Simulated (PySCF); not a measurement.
This PySCF input (HF/def2-TZVPD) gives -115.27282 Eh with 138 basis functions.

```python
import numpy as np, basis_set_exchange as bse
from pyscf import gto, scf, dft, df

basis = {'C': gto.basis.parse(bse.get_basis('def2-TZVPD', elements=['C'], fmt='nwchem')), 'H': gto.basis.parse(bse.get_basis('def2-TZVPD', elements=['H'], fmt='nwchem'))}
mol = gto.M(
    atom='''
    C     0.00327342    0.02137882    0.11257968
    C     0.09532447    0.42175209    1.31948097
    C    -0.04988734   -0.27325839   -1.20303702
    H    -0.15282464   -0.23863109    2.15258061
    H     0.80620451   -0.68175225   -1.73348371
    H    -0.94564319   -0.09885182   -1.79323865
    ''',
    basis=basis,
    charge=-1,
    verbose=4,
    max_memory=8640,
)
mf = scf.RHF(mol)
mf = mf.density_fit(auxbasis=df.autoaux(mol))
mf.conv_tol = 1e-9
mf.max_cycle = 100
print('smallest overlap eigenvalue', np.linalg.eigvalsh(mol.intor('int1e_ovlp'))[0])
mf.kernel()
dip = mf.dip_moment()
```

Change:
```diff
- basis = {'C': gto.basis.parse(bse.get_basis('def2-TZVPD', elements=['C'], fmt='nwchem')), 'H': gto.basis.parse(bse.get_basis('def2-TZVPD', elements=['H'], fmt='nwchem'))}
+ basis = {'C': gto.basis.parse(bse.get_basis('jun-cc-pV(T+d)Z', elements=['C'], fmt='nwchem')), 'H': gto.basis.parse(bse.get_basis('jun-cc-pV(T+d)Z', elements=['H'], fmt='nwchem'))}
```

Task: What does the run give now?

Result: -115.27194 Eh (HF/jun-cc-pV(T+d)Z, 159 functions), a change of +0.88 mEh.
